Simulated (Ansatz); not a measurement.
in.yaml

```yaml
crystal:
  periodic: [false, false, false]
  atoms:
    - {symbol: Si, position_ang: [0.000000, 0.000000, 0.000000]}
    - {symbol: H, position_ang: [1.262379, 1.266649, 1.263825]}
    - {symbol: H, position_ang: [-1.267838, -1.260276, 1.264732]}
    - {symbol: H, position_ang: [-1.260727, 1.261914, -1.270195]}
    - {symbol: H, position_ang: [1.266186, -1.268287, -1.258362]}
basis:
  gaussian: {orbitals: cc-pVDZ}
magnetization: {spin_polarized: true, initial_magnetization: 0}
correlation: {method: ccsd_t, electrons: outside_noble_gas}
```

```sh
$ ansatz run in.yaml --threads 1 --pin off --events-out ev --progress --plain --max-ram 2393MiB
```

Log:

```
353 factors; integrals over basis functions are off by at most 1.4e-3 eV
mean field evaluation 1: about -7916.1186 eV, gradient 6.2e0 eV
mean field evaluation 2: about -7916.1254 eV, gradient 6.2e0 eV
mean field evaluation 4: about -7916.6208 eV, gradient 7.3e-1 eV
mean field evaluation 8: about -7916.6299 eV, gradient 1.4e-4 eV
mean field evaluation 16: about -7917.0575 eV, gradient 2.6e-1 eV
mean field evaluation 32: about -7917.0007 eV, gradient 3.6e-1 eV
mean field evaluation 64: about -7916.6299 eV, gradient 1.1e-4 eV
mean field evaluation 96: about -7916.8396 eV, gradient 1.3e0 eV
mean field evaluation 128: about -7914.4606 eV, gradient 2.0e-3 eV
mean field -7917.06251347 eV, -290.9466809923 hartree, gradient 6.7e-6 eV, S^2 1.089370; 11 other end points of the search recorded, 0 dependent functions left out
determinant -7917.06251347 eV, -290.9466809923 hartree, with singles and doubles -7921.67698680 eV, -291.1162597592 hartree
determinant -7917.01518980 eV, -290.9449418796 hartree, with singles and doubles -7921.65694244 eV, -291.1155231429 hartree
determinant -7914.46064929 eV, -290.8510642471 hartree, with singles and doubles -7918.21516123 eV, -290.9890400161 hartree
determinant -7917.06251347 eV, -290.9466809923 hartree, with singles and doubles -7921.71157517 eV, -291.1175308585 hartree
determinant -7917.01518980 eV, -290.9449418796 hartree, with singles and doubles -7921.70549112 eV, -291.1173072737 hartree
determinant -7916.97307861 eV, -290.9433943218 hartree, with singles and doubles -7921.68903922 eV, -291.1167026776 hartree
determinant -7916.97307861 eV, -290.9433943218 hartree, with singles and doubles -7921.72031380 eV, -291.1178519972 hartree
determinant -7916.62986868 eV, -290.9307815897 hartree, with singles and doubles -7921.78761228 eV, -291.1203251709 hartree
5 core orbitals not correlated: weight in the atoms' cores, before any rotation towards them, 1.000 or more for the frozen orbitals, at most 0.000 for the correlated occupied ones
reference -7917.06251347 eV, -290.9466809923 hartree; 4, 4 occupied and 29, 29 virtual orbitals, 353 factors
second order -2.55079344 eV of doubles, -0.00000000 eV of singles
cycle   1  -4.64906513 eV  change   -3.4e-6 eV  update   3.8e-6
cycle   2  -4.64907274 eV  change   -7.6e-6 eV  update   2.7e-6
cycle   3  -4.64907580 eV  change   -3.1e-6 eV  update   1.1e-6
perturbative correction -0.25061684 eV, -0.0092099991 hartree
WARN: the results are in doubt because among natural orbitals full CI differs from the method by -0.109 eV
Total energy: -7921.96220611 eV, -291.1267413757 hartree
In doubt: among natural orbitals full CI differs from the method by -0.109 eV
```

Ran on 1 thread of Intel Xeon Platinum 8488C, shared host: 1.6 s wall, 0.11 GiB peak host memory.
